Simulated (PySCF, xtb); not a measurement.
H2S, SMILES S.

Harmonic wavenumbers (cm⁻¹) from GFN2-xTB (xtb 6.7.1) at its own minimum, in rising order: 1158, 2476, 2481.

Q: What does PBE0-D3(BJ)/def2-TZVPD run with PySCF give at its own minimum? (The exact figures need the calculation; the answer reports its results.)

A: 1204, 2723, 2738. Paired by order, the mean absolute difference is 184 cm⁻¹ and the zero-point energies are 8.7 and 9.5 kcal/mol.
